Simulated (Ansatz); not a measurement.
# MgO: a prediction, then the measurements

These are results of DFT r2SCAN, scalar-relativistic, plane waves, PAW in Ansatz 0.2.0, not measurements.

Cutoff 500 eV; k points 10×10×10 on the computed 2-atom cell (Γ-centred); Gaussian smearing, width 0.02 eV; no spin polarisation.

Relaxed structure, symmetry kept:

```
CELL_PARAMETERS angstrom
0.00000 2.10217 2.10217
2.10217 0.00000 2.10217
2.10217 2.10217 0.00000
ATOMIC_POSITIONS crystal
Mg 0.00000 0.00000 0.00000
O 0.50000 0.50000 0.50000
```

| Item | Value |
| --- | --- |
| Space group | Fm-3m (No. 225) |
| Volume per atom | 62.7 bohr³ |
| Formation energy from the elements' standard states (uncorrected) | -2.974 eV/atom |
| Generalised Kohn–Sham band gap | 5.68 eV, direct at Γ |
| Löwdin character of the top 1 eV of the valence band | O 2p 98 % |
| Löwdin character of the lowest 1 eV of the conduction band | Mg 3s 56 %, O 2s 34 %, O 2p 7 % |
| Electron masses at the edge by Cartesian direction of the standard setting (m_e; degenerate bands sorted by energy; no spin-orbit coupling) | x: 0.36; y: 0.36; z: 0.36 |
| Hole masses at the edge by Cartesian direction of the standard setting (m_e; degenerate bands sorted by energy; no spin-orbit coupling) | x: 2.1, 2.1, 0.42; y: 2.1, 2.1, 0.42; z: 2.1, 2.1, 0.42 |
| Bulk modulus | 167 GPa |
| Its pressure derivative | 4.1 |
| Electronic dielectric constant xx, yy, zz of the standard setting (independent particles) | 3.0, 3.0, 3.0 |
| Bader charges (e) | Mg (1 in the cell) 1.74, O (1 in the cell) -1.74 |

**Measured values to compare with.**

From “Study on Pyrolysis Characteristics of Phosphate Tailings under H2O Atmosphere”, 2024, pmc:11084758, for a powder of MgO: lattice constant a 4.21322 ± 0.00005 Å.

From “Electronic structure of alkaline earth and post-transition metal oxides”, 2009, arxiv:0908.1581, for a bulk crystal of MgO: band gap 7.83 eV.

From “Infrared Optical Properties of Ferropericlase (Mg1-xFexO): Experiment and Theory”, 2007, arxiv:0704.2267, for a bulk crystal of MgO at 295 K: high-frequency dielectric constant 2.95 ± 0.1.

A measured lattice constant a of MgO is 4.21322 Å (powder; the paper above); the calculated 4.204 Å misses it by -0.2 %. 4 values of this kind are on record (4.2118 to 4.21322 Å); this one was drawn at random among those near their median, those with a stated uncertainty first. The calculation is for 0 K without zero-point motion. Against the measured band gap of MgO, 7.83 eV (quoted in the paper above), the calculated 5.68 eV is off by -2.15 eV. Kohn–Sham gaps of semilocal functionals fall short of measured ones as a rule. Against the measured high-frequency dielectric constant of MgO, 2.95 (295 K; the paper above), the calculated 2.96 is off by +0.4 %. Local fields are left out.